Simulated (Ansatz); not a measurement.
**C3H9S+: structure from calculated spectroscopic constants**

These gas-phase data were calculated for one isomer of C3H9S+ at B3LYP/6-31G* (harmonic, unscaled wavenumbers; equilibrium rotational constants with average atomic masses):

```
rotational constants            : 15.35, 2.946, 2.652 GHz
all wavenumbers above 1500 cm⁻¹ : 3204, 3192, 3170, 3150, 3145, 3100, 3090, 3072, 2662, 1521, 1517
```

Candidates:

(1) `C[S+](C)C`, a singlet
(2) `CC[SH+]C`, a singlet

Problem. Which structure fits?

Solution. Candidate (2). The band at 2662 cm⁻¹ lies where the S–H stretch is expected; (1) has no mode between 2500 and 2800 cm⁻¹.

The same quantities for all candidates:

```
     rotational constants (GHz)                                       wavenumbers above 1500 cm⁻¹  E above the lowest, B3LYP/6-31G* (kcal/mol)
(1)         5.896, 5.895, 3.664              3191, 3191, 3190, 3187, 3187, 3187, 3083, 3083, 3082                                          0.0
(2)         15.35, 2.946, 2.652  3204, 3192, 3170, 3150, 3145, 3100, 3090, 3072, 2662, 1521, 1517                                          8.7
```

Each candidate is one conformer. Programs: Ansatz 0.2.0.
